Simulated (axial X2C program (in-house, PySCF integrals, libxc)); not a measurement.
Excited states of SiO by EOM-EE-CCSD

Calculated with an in-house all-electron X2C program for linear molecules (integrals from PySCF): two-component X2C with atomic mean-field Coulomb and Gaunt terms, Gaussian nuclei, basis Si dyall-av3z, O dyall-av3z with contracted cores.

R = 1.518 Å (near the PBE0 minimum at charge 0 of the determinant lowest at the starting distance; the state shown can have its own minimum elsewhere).

Hartree–Fock spinors of SiO (one of each Kramers pair; a window near the gap, which can cut inner shells):

```
  ω  occupied  ε (eV)                    character
1/2       yes  -16.61    63% O p, 24% Si s, 7% O s
1/2       yes  -12.86   76% O p, 14% Si p, 6% Si d
3/2       yes  -12.83   76% O p, 14% Si p, 6% Si d
1/2       yes  -11.91  35% Si s, 31% Si p, 26% O p
1/2        no    0.45   77% Si p, 11% Si d, 8% O p
3/2        no    0.46   77% Si p, 11% Si d, 8% O p
1/2        no    0.84           68% Si p, 31% Si s
1/2        no    1.42  61% Si s, 28% Si p, 7% Si d
1/2        no    1.69   83% Si p, 10% Si d, 4% O p
3/2        no    1.69   83% Si p, 10% Si d, 4% O p
```

Vertical excitation energies from the closed-shell determinant state of SiO:

```json
{"Ω": "2", "excitation (eV)": "4.214", "cm⁻¹": "33991", "hole of the leading pair": "33% Si sσ, 31% Si pσ, 28% O pσ", "particle of the leading pair": "64% Si pπ, 17% Si dπ, 12% O pπ", "weight of the pair (for Ω = 0 its time-reversed partner can hold as much again)": "0.95", "singles weight": "0.95"}
{"Ω": "1", "excitation (eV)": "4.219", "cm⁻¹": "34031", "hole of the leading pair": "33% Si sσ, 31% Si pσ, 28% O pσ", "particle of the leading pair": "64% Si pπ, 17% Si dπ, 12% O pπ", "weight of the pair (for Ω = 0 its time-reversed partner can hold as much again)": "0.48", "singles weight": "0.95"}
{"Ω": "0⁻", "excitation (eV)": "4.224", "cm⁻¹": "34069", "hole of the leading pair": "33% Si sσ, 31% Si pσ, 28% O pσ", "particle of the leading pair": "63% Si pπ, 17% Si dπ, 13% O pπ", "weight of the pair (for Ω = 0 its time-reversed partner can hold as much again)": "0.47", "singles weight": "0.95"}
{"Ω": "0⁺", "excitation (eV)": "4.224", "cm⁻¹": "34070", "hole of the leading pair": "33% Si sσ, 31% Si pσ, 28% O pσ", "particle of the leading pair": "63% Si pπ, 17% Si dπ, 13% O pπ", "weight of the pair (for Ω = 0 its time-reversed partner can hold as much again)": "0.48", "singles weight": "0.95"}
{"Ω": "0⁻", "excitation (eV)": "4.706", "cm⁻¹": "37959", "hole of the leading pair": "76% O pπ, 14% Si pπ", "particle of the leading pair": "64% Si pπ, 19% O pπ, 7% O dπ", "weight of the pair (for Ω = 0 its time-reversed partner can hold as much again)": "0.24", "singles weight": "0.93"}
{"Ω": "1", "excitation (eV)": "4.707", "cm⁻¹": "37961", "hole of the leading pair": "76% O pπ, 14% Si pπ", "particle of the leading pair": "63% Si pπ, 20% O pπ, 7% Si dπ", "weight of the pair (for Ω = 0 its time-reversed partner can hold as much again)": "0.47", "singles weight": "0.93"}
{"Ω": "3", "excitation (eV)": "5.201", "cm⁻¹": "41953", "hole of the leading pair": "76% O pπ, 14% Si pπ", "particle of the leading pair": "65% Si pπ, 17% O pπ, 8% Si dπ", "weight of the pair (for Ω = 0 its time-reversed partner can hold as much again)": "0.92", "singles weight": "0.92"}
{"Ω": "2", "excitation (eV)": "5.215", "cm⁻¹": "42066", "hole of the leading pair": "76% O pπ, 14% Si pπ", "particle of the leading pair": "64% Si pπ, 18% O pπ, 9% Si dπ", "weight of the pair (for Ω = 0 its time-reversed partner can hold as much again)": "0.46", "singles weight": "0.92"}
{"Ω": "1", "excitation (eV)": "5.229", "cm⁻¹": "42178", "hole of the leading pair": "76% O pπ, 14% Si pπ", "particle of the leading pair": "64% Si pπ, 18% O pπ, 9% Si dπ", "weight of the pair (for Ω = 0 its time-reversed partner can hold as much again)": "0.92", "singles weight": "0.92"}
```

This point took 35 s on 1 thread of Intel(R) Xeon(R) Processor @ 2.30GHz, with other jobs on the host.

Reference electrons by ω block (each with its −ω partner): 1/2: 9, 3/2: 2. 10 electrons of SiO correlated (inner shells frozen), 88 natural virtual spinors (a truncated set); levels can be off by some tenths of an eV. Roots sought by Ω: (0: 5, 1: 4, 2: 3, 3: 1); the list ends where they run out and leaves out roots under 60 % singles weight. The solver can skip a root, and states that need a further excitation, which the method places far too high, are missing though they may lie low or lowest. T1 of the reference 0.028 (Lee–Taylor). Number of frozen shells: Si 2 s, 1 p; O 1 s. Large amplitudes in the reference (orbital relaxation or multireference character) lower the reliability.
